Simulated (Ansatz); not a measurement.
# CH5NSi (SMILES C[Si]N): HF/def2-SVPD

What is the vertical ionisation energy of CH5NSi at HF/def2-SVPD? 

The results are computed with Ansatz 0.2.0.

60 further runs of the same task are left out: 60 set aside as unsound or not needed.

## 1. The system as given

The species is CH5NSi (8 atoms), meant as a singlet with charge 0. SMILES: `C[Si]N`. Geometry: relaxed at PBE0-D4/def2-TZVP. This is one conformer, not always the lowest.

Bond lengths: C1–Si2 1.904 Å, Si2–N3 1.709 Å, C1–H4 1.094 Å, C1–H5 1.094 Å, C1–H6 1.098 Å, N3–H7 1.008 Å, N3–H8 1.010 Å. Angles: C1–Si2–N3 98.7°, Si2–C1–H4 115.0°, Si2–C1–H5 110.7°, Si2–C1–H6 107.9°, Si2–N3–H7 121.7°, Si2–N3–H8 126.1°, H4–C1–H5 108.8°, H4–C1–H6 108.0°, H5–C1–H6 106.1°, H7–N3–H8 112.1°.

## 2. The energy at HF/def2-SVPD

The input, in.yaml:

```yaml
crystal:
  periodic: [false, false, false]
  atoms:
    - {symbol: C, position_ang: [-0.660000, 0.824700, -0.552100]}
    - {symbol: Si, position_ang: [0.963800, 0.653800, 0.427700]}
    - {symbol: "N", position_ang: [0.932200, -1.034400, 0.690700]}
    - {symbol: H, position_ang: [-1.026400, -0.101800, -1.004300]}
    - {symbol: H, position_ang: [-0.562500, 1.583400, -1.334100]}
    - {symbol: H, position_ang: [-1.431400, 1.195000, 0.135900]}
    - {symbol: H, position_ang: [1.651200, -1.501900, 1.220100]}
    - {symbol: H, position_ang: [0.225200, -1.675700, 0.360300]}
basis:
  gaussian:
    orbitals: def2-SVPD
hamiltonian:
  xc: hf
accuracy: high
output: {orbitals: {seedname: orbitals}}
```

Run with:

```console
ansatz run in.yaml --threads 1 --pin off --max-ram 3480MiB --events-out events.jsonl --progress --plain --runs-dir runs
```

Log:

```text
Warning: RAYON_NUM_THREADS=1 ignored (pool sized by the plan → 1); use --threads N
Functional definition: HF
  name "HF"
  exchange = exact_x
  correlation = 0
2100 factors; integrals over basis functions are off by at most 3.5e-9 eV
mean field evaluation 1: about -10446.2823 eV, gradient 3.4e1 eV
mean field evaluation 2: about -10446.2854 eV, gradient 3.4e1 eV
mean field evaluation 4: about -10449.1553 eV, gradient 3.1e0 eV
mean field evaluation 8: about -10449.2005 eV, gradient 3.0e-4 eV
mean field -10449.20053176 eV, -384.0010368196 hartree, gradient 1.7e-8 eV, S^2 0.000000; 0 other end points of the search recorded, 0 dependent functions left out
reference -10449.20053176 eV, -384.0010368196 hartree; 16, 16 occupied and 88, 88 virtual orbitals, 2100 factors
Total energy: -10449.20053176 eV, -384.0010368196 hartree
```

Run time: 3.3 s. Hardware: 1 thread of AMD EPYC 7R43 (Zen 3), shared host; peak memory 0.3 GiB.

## 3. The doublet cation, same level

The input, job.yaml:

```yaml
crystal:
  periodic: [false, false, false]
  atoms:
    - symbol: C
      position_ang: [-0.660000, 0.824700, -0.552100]
    - symbol: Si
      position_ang: [0.963800, 0.653800, 0.427700]
    - symbol: "N"
      position_ang: [0.932200, -1.034400, 0.690700]
    - symbol: H
      position_ang: [-1.026400, -0.101800, -1.004300]
    - symbol: H
      position_ang: [-0.562500, 1.583400, -1.334100]
    - symbol: H
      position_ang: [-1.431400, 1.195000, 0.135900]
    - symbol: H
      position_ang: [1.651200, -1.501900, 1.220100]
    - symbol: H
      position_ang: [0.225200, -1.675700, 0.360300]
basis:
  gaussian:
    orbitals: def2-SVPD
total_charge: 1
magnetization:
  spin_polarized: true
  initial_magnetization: 1
hamiltonian:
  xc: hf
accuracy: high
output: {orbitals: {seedname: orbitals}}
```

Run with:

```console
ansatz run job.yaml --threads 1 --pin off --max-ram 3480MiB --events-out events.jsonl --progress --plain --runs-dir runs
```

Log:

```text
Warning: RAYON_NUM_THREADS=1 ignored (pool sized by the plan → 1); use --threads N
Functional definition: HF
  name "HF"
  exchange = exact_x
  correlation = 0
2098 factors; integrals over basis functions are off by at most 3.5e-9 eV
mean field evaluation 1: about -10434.9801 eV, gradient 3.8e1 eV
mean field evaluation 2: about -10434.9836 eV, gradient 3.8e1 eV
mean field evaluation 4: about -10441.7612 eV, gradient 3.1e0 eV
mean field evaluation 8: about -10441.8737 eV, gradient 9.4e-2 eV
mean field evaluation 16: about -10439.9350 eV, gradient 2.5e0 eV
mean field -10441.87477882 eV, -383.7318203647 hartree, gradient 5.0e-8 eV, S^2 0.766815; 0 other end points of the search recorded, 0 dependent functions left out
reference -10441.87477882 eV, -383.7318203647 hartree; 16, 15 occupied and 88, 89 virtual orbitals, 2098 factors
Total energy: -10441.87477882 eV, -383.7318203647 hartree
```

It took 4.8 s on 1 thread of AMD EPYC 7R43 (Zen 3), shared host; peak memory 0.34 GiB.

## 4. Summary of results

At HF/def2-SVPD:

```
                                          quantity          value
                      singlet CH5NSi: total energy  -384.00104 Eh
                       singlet CH5NSi: HOMO energy       -8.43 eV
                       singlet CH5NSi: LUMO energy        2.17 eV
                     singlet CH5NSi: HOMO–LUMO gap       10.60 eV
                      doublet cation: total energy  -383.73182 Eh
doublet cation: HOMO energy (highest over α and β)      -17.40 eV
 doublet cation: LUMO energy (lowest over α and β)       -6.35 eV
                              doublet cation: ⟨S²⟩          0.767
vertical ionisation energy (to the doublet cation)       7.326 eV
```

In words: The vertical ionisation energy comes to 7.33 eV (169 kcal/mol). The negative HOMO energy of the first species, 8.43 eV, lies 1.10 eV above that difference.
